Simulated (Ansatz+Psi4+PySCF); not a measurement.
Results of a calculation; reference values are marked as such.
## Ansatz (development build ahead of 0.2.0) run

```yaml
crystal:
  periodic: [false, false, false]
  atoms:
    - { symbol: F, position_ang: [0.09339, 0.0, -3.0] }
    - { symbol: H, position_ang: [-0.8405, 0.0, -3.0] }
    - { symbol: F, position_ang: [-0.09339, 0.0, 3.0] }
    - { symbol: H, position_ang: [0.8505, 0.0, 3.0] }
basis:
  gaussian: { orbitals: cc-pVTZ }
total_charge: 1
magnetization:
  initial_magnetization: 1
hamiltonian:
  xc: hf
correlation:
  method: mp2
  frozen_orbitals: { F: 1, H: 0 }
```

The input is written out in the form of the current development build from the run's settings. Correlation on restricted open-shell orbitals is semicanonical, with singles.

Results

- Converged: yes
- Reference energy: -199.58857 hartree
- Correlation energy: -0.48049 hartree
- Total energy: -200.06907 hartree
- Spin squared of the determinant: 0.750
- Stability test: minimum among restricted orbitals
- Occupied orbitals by symmetry in an Abelian subgroup (alpha; beta): 8 A' 2 A''; 7 A' 2 A''

Caution: MP2 on this radical cation hangs on the determinant chosen.
